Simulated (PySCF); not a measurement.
# Bond curve of MgB

Set-up: PySCF, no relativity, basis sets Mg 6-311G(d,p), B 6-311G(d,p). Energies in eV from Mg + B in their ground configurations at the same level. All curves are PBE0. state 1: Ms = 0.5 determinant of mixed spin (⟨S²⟩ near 1.1), unpaired electrons π ↑; state 2: ²Σ⁺ (doublet), unpaired electrons σ ↑, a second solution, started from another occupation; state 3: quartet, unpaired electrons σ ↑, π ↑↑, a second solution, started from another occupation; state 4: ⁴Π (quartet), unpaired electrons σ ↑↑, π ↑, a second solution, started from another occupation.

```tsv
R (Å)	state 1	state 2	state 3	state 4
2.056	-0.3536	0.7229	0.0281	0.2706
2.152	-0.5360	0.3770	0.0300	0.1308
2.248	-0.6327	0.1398	0.1021	0.0840
2.319	-0.6650	0.0154	0.1883	0.0937
2.391	-0.6724	-0.0735	0.2934	0.1321
2.463	-0.6619	-0.1348	0.4119	0.1922
2.558	-0.6293	-0.1842	0.5829	0.2966
2.678	-0.5718	-0.2098	0.8060	0.4521
2.821	-0.4943	-0.2086	1.0738	0.6569
3.013	-0.3938	-0.1823	1.4106	0.9349
```

Problem. Put a parabola through the three lowest points of the state 1 curve and estimate Re, k and ωe (reduced mass 7.546 u; 1 eV/Å² = 0.16022 mdyn/Å; ωe = 1302.8·√(k/μ) cm⁻¹).

Solution. Through R = 2.319, 2.391, 2.463 Å the second-order coefficient is 1.73 eV/Å², so Re ≈ 2.385 Å, k ≈ 0.553 mdyn/Å and ωe ≈ 353 cm⁻¹. A polynomial fit of higher order to the unrounded PBE0 energies gives Re = 2.381 Å, k = 0.581 mdyn/Å, ωe = 362 cm⁻¹; anharmonicity and rounding make the difference.

The higher-order fit for each curve: state 1: Re = 2.381 Å, ωe = 362 cm⁻¹, De = 0.67 eV; state 2: Re = 2.739 Å, ωe = 215 cm⁻¹, minimum 0.212 eV below the ground-state fragments; state 4: Re = 2.262 Å, ωe = 497 cm⁻¹, minimum 0.083 eV above the ground-state fragments. State 3 gave no clean fit.

The state was picked by a PBE0 search and need not be the measured ground state.
